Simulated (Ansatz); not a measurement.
Run this with Ansatz's Python interface and show what comes out.

`ts_cl2hsi.py`
```python
"""Saddle point for pyramidal inversion in Cl2HSi."""

import itertools

import ansatz as az
from ase.data import atomic_numbers, covalent_radii
import numpy as np

GEOMETRY = """
Cl   -1.63388    0.16599    0.87695
Si    0.18921   -0.37510    0.19320
Cl    0.24088   -0.28917   -1.82558
H     1.20379    0.49829    0.75543
"""


def main() -> None:
    geometry = az.Crystal.molecule()
    for line in GEOMETRY.strip().splitlines():
        symbol, *xyz = line.split()
        geometry = geometry.atom(symbol, [float(v) for v in xyz])

    setup = (
        geometry.calculation()
        .basis(gaussian="6-31G*")
        .correlation("mp2")
        .spin("collinear", total=1)
    )
    symbols = [site.symbol for site in geometry.cartesian_sites]
    start = np.array([site.position_ang for site in geometry.cartesian_sites], dtype=float)
    r = setup.relax(force_tolerance=0.005, max_steps=100).run(threads=1, pin="off").report
    end = np.array(r["positions_ang"])

    # start with the apex atom pushed most of the way into the plane of its neighbours
    a, b, d = end[[0, 2, 3]]
    normal = np.cross(b - a, d - a)
    normal /= np.linalg.norm(normal)
    flat = end.copy()
    flat[1] -= 0.8 * ((end[1] - a) @ normal) * normal
    guess = np.zeros_like(flat)
    guess[1] = normal
    near = az.Crystal.molecule()
    for symbol, place in zip(symbols, flat):
        near = near.atom(symbol, place.tolist())
    search = (
        near.calculation()
        .basis(gaussian="6-31G*")
        .correlation("mp2")
        .spin("collinear", total=1)
        .saddle(mode_guess=guess.tolist(), force_tolerance=0.01, max_steps=40)
    )
    steps = []
    top = search.session().plan().execute(on_event=lambda e: steps.append(e["data"]) if e["event"] == "saddle_step" else None).report
    for s in steps:
        print(f"step {s['step']:2d}  E = {s['lagrangian_ev']:.5f} eV  force {s['allowed_force_max_ev_ang']:.4f} eV/A  curvature {s['curvature_ev_ang2']:.3f} eV/A^2")
    print(f"minimum {r['free_energy_ev']:.5f} eV, saddle {top['free_energy_ev']:.5f} eV")
    print(f"electronic barrier {23.060548 * (top['free_energy_ev'] - r['free_energy_ev']):.2f} kcal/mol")
    saddle = np.array(top["positions_ang"])
    # pairs closer than 1.2 times the sum of covalent radii, before or after
    radius = [covalent_radii[atomic_numbers[s]] for s in symbols]
    span = lambda where, i, j: np.linalg.norm(where[i] - where[j])
    bonded = [(i, j) for i, j in itertools.combinations(range(len(symbols)), 2) if min(span(end, i, j), span(saddle, i, j)) < 1.2 * (radius[i] + radius[j])]
    print("pair        before    after (A)")
    for i, j in bonded:
        print(f"{symbols[i]}{i}-{symbols[j]}{j}".ljust(10), f"{span(end, i, j):8.4f} {span(saddle, i, j):8.4f}")


if __name__ == "__main__":
    main()
```

`python ts_cl2hsi.py` gives:
```text
step  1  E = -32893.10642 eV  force 2.7577 eV/A  curvature -15.480 eV/A^2
step  2  E = -32893.17604 eV  force 0.8511 eV/A  curvature -35.811 eV/A^2
step  3  E = -32893.21583 eV  force 0.3993 eV/A  curvature -36.085 eV/A^2
step  4  E = -32893.22199 eV  force 0.1611 eV/A  curvature -37.265 eV/A^2
step  5  E = -32893.22215 eV  force 0.0645 eV/A  curvature -37.112 eV/A^2
step  6  E = -32893.22225 eV  force 0.0130 eV/A  curvature -37.073 eV/A^2
step  7  E = -32893.22225 eV  force 0.0009 eV/A  curvature -37.089 eV/A^2
minimum -32894.20262 eV, saddle -32893.22225 eV
electronic barrier 22.61 kcal/mol
pair        before    after (A)
Cl0-Si1      2.0509   2.0338
Si1-Cl2      2.0509   2.0338
Si1-H3       1.4834   1.4598
```

Total energies depend on the basis set; only differences at equal settings carry meaning. The energies are electronic: no zero-point or thermal terms, and the basis set is short of its limit. No separate frequency run checks the order of the saddle point. The run takes the species as open-shell (spin multiplicity 2), which needn't be its ground state. Timing: 78 s on 1 thread of Arm Neoverse V1, with other jobs on the host, peak memory 0.22 GiB.
